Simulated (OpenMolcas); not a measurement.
SiHOF (SMILES O[Si]F): methods side by side

The species is SiHOF (4 atoms), meant as a singlet with charge 0. SMILES: `O[Si]F`. The shape is that of a GFN2-xTB optimisation.

```xyz
4

O    -0.5607    0.7358   -0.1787
Si    0.2701    0.0782    1.0294
F     0.9032   -1.2144    0.2263
H    -0.6125    0.4003   -1.0770
```

Each level gives the energy change with the Si2–F3 bond stretched from 1.648 to 3.297 Å (eV). The values are calculated.

```tsv
level	kind	program	value (eV)	CPU time (all runs)
B3LYP/STO-3G (restricted)	global hybrid	OpenMolcas	6.80	11 s
M06-2X/STO-3G (restricted)	hybrid meta-GGA	OpenMolcas	?	11 s
PBE0/STO-3G (restricted)	global hybrid	OpenMolcas	?	9.9 s
B2PLYP/STO-3G (restricted)	double hybrid	OpenMolcas	6.04	8.9 s
MP2/STO-3G (restricted)	perturbation theory	OpenMolcas	5.89	3.2 s
CASSCF(2,2)/STO-3G	multireference	OpenMolcas	3.84	3.5 s
MRCI(2,2)/STO-3G	multireference	OpenMolcas	4.39	3.6 s
FCI/STO-3G	exact in the basis	OpenMolcas	4.49	4.1 min
```

Question: Estimate what the levels marked ? give.

Answer: As computed at these levels: M06-2X/STO-3G (restricted): 7.64 eV; PBE0/STO-3G (restricted): 7.00 eV. The first shape isn't each level's own minimum. The values span 3.84 to 7.64 eV. All rows use very small basis sets, so even the best lies far from the true value. CPU times are rough (shared hosts, several kinds of processor): they show what a rung costs within a factor of a few.
